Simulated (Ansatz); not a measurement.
A nudged elastic band was laid between two geometries of CH$_{6}$NSi (9 atoms, charge 0, multiplicity 2).

Level of theory: Ansatz, UKS B3LYP-D4/def2-mTZVP.

| Item | Value |
| --- | --- |
| movable images | 5 |
| climbing image | yes |
| spring | 5.0 eV/Å² |
| optimiser | quadratic models (default) |
| start path | through a guess of the saddle point |
| force threshold | 0.2 eV/Å |
| iteration limit | 60 |
| end points | relaxed |

First end point:

```xyz
9
Properties=species:S:1:pos:R:3
C -0.915 0.612 -1.096
Si 0.563 0.206 -0.065
N 0.145 -0.993 1.113
H -1.654 -0.134 -1.366
H -1.094 1.599 -1.508
H 1.083 1.493 0.481
H 1.660 -0.403 -0.865
H 0.855 -1.618 1.470
H -0.555 -0.808 1.819
```

Last end point:

```xyz
9
Properties=species:S:1:pos:R:3
C -0.865 0.705 -1.113
Si 0.501 1.024 0.053
N 0.378 -0.769 1.045
H -1.905 0.653 -0.796
H -0.774 1.040 -2.144
H 0.338 -1.536 0.375
H 1.725 0.559 -0.715
H 1.164 -0.920 1.675
H -0.473 -0.802 1.603
```

Q: Which bonds break or form, and what moves?

A: Bonds broken: Si2–H6. Bonds formed: N3–H6.

Q: Give the energies along the band, and the barrier.

A: The forces met the threshold. The highest image is number 2 of 0 to 6, 2.89 eV above the first end and 1.59 eV above the last; the last end lies 1.30 eV above the first. The threshold of 0.2 eV/Å is loose, so the images may lie well off the minimum-energy path. The profile has 2 maxima (images 2, 4) with wells between them (image 3): this band takes more than one step, which may be the mechanism or a detour left from its start path. Neighbouring images differ by up to 2.8 eV, so the band resolves the path poorly. The order of the stationary point at the top wasn't checked.

```tsv
image	path coordinate (Å)	energy (eV)	Si2–H6 (Å)	N3–H6 (Å)
0	0.00	0.00	1.49	2.73
1	1.39	0.06	1.50	2.70
2	2.77	2.89	1.71	1.38
3	4.83	1.96	3.62	1.02
4	6.90	2.20	2.97	1.02
5	8.98	1.63	2.85	1.01
6	11.06	1.30	2.59	1.02
```

Q: What is the geometry of the highest image?

A: 
```xyz
9
Properties=species:S:1:pos:R:3
C -0.941 0.597 -1.217
Si 0.555 0.386 -0.312
N 0.363 -0.759 1.191
H -1.895 0.805 -0.744
H -0.893 0.896 -2.258
H 0.621 0.588 1.381
H 1.706 -0.148 -1.096
H 1.121 -1.325 1.547
H -0.549 -1.087 1.491
```

Time of the run: 4.7 min on 2 threads of Arm Neoverse V1, on a shared host, peak memory 0.2 GiB.
